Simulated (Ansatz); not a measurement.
# CHNa (singlet): the correlation ladder at angle Na2–C1–H3 = 154.5°, cc-pVDZ

How much of the correlation energy of CHNa (singlet) does each wave-function method recover here?

Program: Ansatz 0.2.0, Gaussian basis. Level of theory: cc-pVDZ, core rule «outside noble gas», up to 6 orbitals frozen. These are calculated values, not measurements.

The runs, in order: UHF; CCSD(T) on RHF; CCSD(T) on UHF; BCCD(T) on RHF; CISD; CCSDT(Q) on RHF; CCSDT(Q) on UHF; CCSDTQ on RHF; CASSCF and MRCISD+Q, 2 electrons in 2 orbitals; CASSCF and NEVPT2, 2 electrons in 2 orbitals.

33 further runs of the same task are left out: 16 for a known fault of the program, 13 that didn't finish, 4 set aside as unsound or not needed. Runs told in other sessions of the task aren't counted.

### 1 What is computed

The geometry derives from a PBE0/def2-TZVP stationary point (not a proven minimum). One angle is set to the value named; bond lengths are kept.

3 atoms, charge 0, spin multiplicity 1.

Atoms are counted from 1 here; the program's logs count them from 0.

Bond lengths: C1–Na2 2.359 Å, C1–H3 1.119 Å. Angles: Na2–C1–H3 154.5°.

### 2 UHF

File in.yaml:

```yaml
crystal:
  periodic: [false, false, false]
  atoms:
    - {symbol: C, position_ang: [0.000000, -0.019116, 0.477181]}
    - {symbol: Na, position_ang: [0.000000, -0.722734, -1.774624]}
    - {symbol: H, position_ang: [0.000000, 0.741849, 1.297443]}
basis:
  gaussian: {orbitals: cc-pVDZ}
magnetization: {spin_polarized: true, initial_magnetization: 0}
hamiltonian: {xc: hf}
output: {orbitals: {seedname: orbitals}}
```

On the command line:

```
$ ansatz run in.yaml --threads 1 --pin off --events-out ev --progress --plain --max-ram 2393MiB
```

The runs that follow: CCSD(T) on RHF; CCSD(T) on UHF; BCCD(T) on RHF; CISD; CCSDT(Q) on RHF; CCSDT(Q) on UHF; CCSDTQ on RHF; CASSCF and MRCISD+Q, 2 electrons in 2 orbitals; CASSCF and NEVPT2, 2 electrons in 2 orbitals.

Q: Predict the results of all the runs planned. Wanted: RCCSDTQ from the RHF energy; RMP2 from RCCSDTQ; RCCSD from RCCSDTQ; RCCSD(T) from RCCSDTQ; RCCSDT(Q) from RCCSDTQ; NEVPT2 pair from RCCSDTQ; T1 diagnostic.

**Answer**, as computed:

```
                         quantity              value
      RCCSDTQ from the RHF energy         -4.1615 eV
                RMP2 from RCCSDTQ        +1011.7 meV
               RCCSD from RCCSDTQ         +299.0 meV
            RCCSD(T) from RCCSDTQ         +148.7 meV
           RCCSDT(Q) from RCCSDTQ           -2.2 meV
         NEVPT2 pair from RCCSDTQ         +926.7 meV
levels within 1 kcal/mol (43 meV)  RCCSDT, RCCSDT(Q)
                    T1 diagnostic              0.034
```

**Reading.** RCCSD(T) lands +148.7 meV from the yardstick (3.6 % of the correlation energy). These misses are within one basis, not against nature.

The restricted and unrestricted ladders end 1.18 eV apart at CCSDT(Q), which points to two states or an unsound top rung; rows of one don't measure the error of the other.
